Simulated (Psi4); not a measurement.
# AlH3S (SMILES [AlH2][SH]): PBE/def2-TZVP

Aim: the energy change on altering one bond length of AlH3S at PBE/def2-TZVP, from 2 runs. 

The calculation is run with Psi4 1.11.

7 further runs of the same task are left out: 6 that didn't finish, 1 set aside as unsound or not needed.

## 1. The system as given

The species is AlH3S (5 atoms), meant as a singlet with charge 0. As SMILES, `[AlH2][SH]`. The coordinates come from a PBE0-D4/def2-TZVP relaxation.

Bond lengths: Al1–S2 2.181 Å, Al1–H3 1.579 Å, Al1–H4 1.581 Å, S2–H5 1.344 Å. Angles: Al1–S2–H5 93.7°, S2–Al1–H3 116.5°, S2–Al1–H4 118.9°, H3–Al1–H4 124.6°.

## 2. The energy at PBE/def2-TZVP

input.json reads:

```json
{
 "schema_name": "qcschema_input",
 "schema_version": 1,
 "molecule": {
  "schema_name": "qcschema_molecule",
  "schema_version": 2,
  "symbols": ["Al", "S", "H", "H", "H"],
  "geometry": [-1.16426027, -0.12132042, -0.34336324, 2.13368977, -0.64836503, 2.07227367, -3.74487026, -1.22851095, 0.66348284, -0.83355819, 1.31524938, -2.94116974, 3.70329629, 0.54386318, 0.47054181],
  "molecular_charge": 0,
  "molecular_multiplicity": 1,
  "fix_symmetry": "c1",
  "fix_com": true,
  "fix_orientation": true
 },
 "driver": "energy",
 "model": {
  "method": "pbe",
  "basis": "def2-TZVP"
 },
 "keywords": {
  "puream": true,
  "e_convergence": 1e-09,
  "d_convergence": 1e-08,
  "scf_type": "pk",
  "dft_radial_points": 99,
  "dft_spherical_points": 590,
  "scf_properties": ["LOWDIN_CHARGES", "MAYER_INDICES", "DIPOLE"]
 }
}
```

On the command line:

```sh
$ psi4 --qcschema input.json -n 1 --memory 1600MB
```

stdout, shortened:

```text
[...]
  Running in c1 symmetry.
[...]
  Nuclear repulsion =   73.814899680884807
[...]
  Multiplicity = 1
[...]
  Nalpha       = 16
  Nbeta        = 16
[...]
    Number of basis functions: 92
[...]
   @RKS iter   1:  -642.03130583932193   -2.41860e-01   6.09965e-03 DIIS/ADIIS
[...]
   @RKS iter  11:  -642.15208345974929   -7.84439e-12   3.04446e-09 DIIS
[...]
    Orbital Energies [Eh]
    ---------------------
    Doubly Occupied:
       1A    -88.041338     2A    -55.381216     3A     -7.669714
       4A     -5.690518     5A     -5.685790     6A     -5.683930
       7A     -3.942180     8A     -2.549920     9A     -2.542272
      10A     -2.539873    11A     -0.659867    12A     -0.391894
      13A     -0.356317    14A     -0.279153    15A     -0.271095
      16A     -0.245954
[...]
  @RKS Final Energy:  -642.15208345974929
   => Energetics <=
    Nuclear Repulsion Energy =             73.8148996808848068
    One-Electron Energy =               -1036.1029494095485006
    Two-Electron Energy =                 365.2604299620001598
    DFT Exchange-Correlation Energy =     -45.1244636930858078
    Empirical Dispersion Energy =           0.0000000000000000
    VV10 Nonlocal Energy =                  0.0000000000000000
    Total Energy =                       -642.1520834597492922
[...]
 Multipole Moments:
 ------------------------------------------------------------------------------------
     Multipole            Electronic (a.u.)      Nuclear  (a.u.)        Total (a.u.)
 ------------------------------------------------------------------------------------
 L = 1.  Multiply by 2.5417464519 to convert [e a0] to [Debye]
 Dipole X            :        -18.0976130           18.1285207            0.0309076
 Dipole Y            :         11.4870518          -11.3204043            0.1666475
 Dipole Z            :        -27.1898960           26.8855115           -0.3043845
 Magnitude           :                                                    0.3483915
[...]
```

The result, in JSON:

```text
{
 "driver": "energy",
 "model": {
  "method": "pbe",
  "basis": "def2-TZVP"
 },
 "success": true,
 "return_result": -642.1520834597493,
 "properties": {
  "calcinfo_nbasis": 92,
  "calcinfo_nmo": 92,
  "calcinfo_nalpha": 16,
  "calcinfo_nbeta": 16,
  "calcinfo_natom": 5,
  "nuclear_repulsion_energy": 73.8148996808848,
  "return_energy": -642.1520834597493,
  "scf_one_electron_energy": -1036.1029494095485,
  "scf_two_electron_energy": 365.26042996200016,
  "scf_xc_energy": -45.12446369308581,
  "scf_dipole_moment": [0.030907635459268334, 0.1666474605863737, -0.30438453470560844],
  "scf_total_energy": -642.1520834597493,
  "scf_iterations": 11
 }
}
```

It took 12 s on 1 thread of Intel Xeon Platinum 8559C (Emerald Rapids), shared host; peak memory 0.67 GiB.

## 3. The distorted shape: energy and gradient at PBE/def2-TZVP

calc.py reads:

```python
import psi4

psi4.set_memory(1600000000)
psi4.set_num_threads(1)
psi4.set_output_file('output.dat', False)

molecule = psi4.geometry("""
0 1
Al     1.93239425     1.20727421    -1.55154830
S      5.23034428     0.68022960     0.86408861
H     -3.74487026    -1.22851095     0.66348284
H      2.26309632     2.64384401    -4.14935480
H      6.79995080     1.87245781    -0.73764325
units bohr
symmetry c1
no_reorient
no_com
""")

psi4.set_options({
    'basis': 'def2-TZVP',
    'reference': 'rks',
    'puream': True,
    'e_convergence': 1e-09,
    'd_convergence': 1e-08,
    'scf_type': 'pk',
    'dft_radial_points': 99,
    'dft_spherical_points': 590,
})

e = psi4.gradient('pbe')
print('gradient / Eh bohr^-1')
print(e.np.round(6))
```

On the command line:

```sh
$ python calc.py
```

output.dat, shortened:

```text
[...]
  Running in c1 symmetry.
[...]
  Nuclear repulsion =   70.433047557429987
[...]
  Multiplicity = 1
[...]
  Nalpha       = 16
  Nbeta        = 16
[...]
    Number of basis functions: 92
[...]
   @RKS iter   1:  -641.90081381118739   -2.22417e-01   6.04661e-03 DIIS/ADIIS
[...]
   @RKS iter  25:  -642.01600532653288   -1.01181e-11   5.80782e-10 DIIS
[...]
  @RKS Final Energy:  -642.01600532653288
   => Energetics <=
    Nuclear Repulsion Energy =             70.4330475574299868
    One-Electron Energy =               -1028.3454384124320313
    Two-Electron Energy =                 360.8676173226554056
    DFT Exchange-Correlation Energy =     -44.9712317941862167
    Empirical Dispersion Energy =           0.0000000000000000
    VV10 Nonlocal Energy =                  0.0000000000000000
    Total Energy =                       -642.0160053265328770
[...]
 Multipole Moments:
 ------------------------------------------------------------------------------------
     Multipole            Electronic (a.u.)      Nuclear  (a.u.)        Total (a.u.)
 ------------------------------------------------------------------------------------
 L = 1.  Multiply by 2.5417464519 to convert [e a0] to [Debye]
 Dipole X            :       -113.0061470          114.1248106            1.1186636
 Dipole Y            :        -29.2854879           29.8660292            0.5805413
 Dipole Z            :          9.9400291          -10.5682254           -0.6281962
 Magnitude           :                                                    1.4082141
[...]
  -Total Gradient:
     Atom            X                  Y                   Z
    ------   -----------------  -----------------  -----------------
       1        0.017668215739     0.008380691068    -0.008416756779
       2        0.002452370231     0.005576103485    -0.009583597597
       3       -0.020401624778    -0.008789573008     0.008028853126
       4        0.002729648644    -0.001665136224     0.004341621108
       5       -0.002448889853    -0.003501307059     0.005628273836
[...]
```

Standard output:

```text
gradient / Eh bohr^-1
[[ 0.017668  0.008381 -0.008417]
 [ 0.002452  0.005576 -0.009584]
 [-0.020402 -0.00879   0.008029]
 [ 0.00273  -0.001665  0.004342]
 [-0.002449 -0.003501  0.005628]]
```

Wall time 22 s (1 thread of Intel Xeon Platinum 8559C (Emerald Rapids), shared host); peak memory 0.92 GiB.

## 4. Outcome

Level: PBE/def2-TZVP.

| quantity | value |
| --- | --- |
| first shape: total energy | -642.15208 Eh |
| first shape: dipole moment | 0.89 D |
| first shape: HOMO energy | -6.69 eV |
| first shape: LUMO energy | -2.15 eV |
| first shape: HOMO–LUMO gap | 4.54 eV |
| distorted shape: total energy | -642.01601 Eh |
| distorted shape: dipole moment | 3.58 D |
| distorted shape: HOMO energy | -5.42 eV |
| distorted shape: LUMO energy | -4.17 eV |
| distorted shape: HOMO–LUMO gap | 1.25 eV |
| distorted shape: largest force on an atom | 1.215 eV/Å |
| energy change with the Al1–H3 bond stretched from 1.579 to 3.473 Å | 3.703 eV |

In words: One bond (distorted shape) is far stretched, which a spin-restricted single reference describes badly; a broken-symmetry solution may lie lower. With the Al1–H3 bond stretched from 1.579 to 3.473 Å the energy rises by 3.70 eV (85 kcal/mol). The first shape isn't relaxed at this level, so the change isn't measured from a minimum. A restricted reference can't describe the breaking bond well at this length.
